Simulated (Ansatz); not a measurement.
System: bcc K. Method: rVV10 (plane waves, PAW; Ansatz, a first-principles code).

Numerical settings: plane-wave cutoff 520 eV, 16×16×16 k mesh, Fermi–Dirac smearing 0.05 eV, scalar-relativistic PAW data made under PBE.

A third-order Birch–Murnaghan fit to the energies gives V0 = 67.823 Å³/atom, B0 = 4.17 GPa, B′ = 3.8.

```csv
V (Å³/atom),P (GPa)
63.801,0.287
65.159,0.181
66.516,0.084
67.874,-0.003
69.231,…
70.589,…
71.946,…
```

Task: Estimate the withheld pressures from this fit; the answers are the runs' own values.

Result: 
- 69.231, P (GPa): -0.082
- 70.589, P (GPa): -0.154
- 71.946, P (GPa): -0.220

The formula P = (3/2) B0 (x^(7/3) − x^(5/3)) [1 + (3/4)(B′ − 4)(x^(2/3) − 1)] with x = V0/V meets the computed pressures within 0.01 GPa when these rounded values are put in.

Measured, for comparison: bulk modulus 3.75 GPa (corrected for temperature and zero-point phonon effects; as tabulated in Levämäki et al. (2014), arXiv:1402.3671); equilibrium volume per atom 70.79 Å³/atom (low-temperature or extrapolated to 0 K; zero-point anharmonic expansion removed; as tabulated in Csonka et al. (2009), arXiv:0903.4037). Computed (rounded) less measured: bulk modulus +11 %, equilibrium volume per atom -4.2 %.
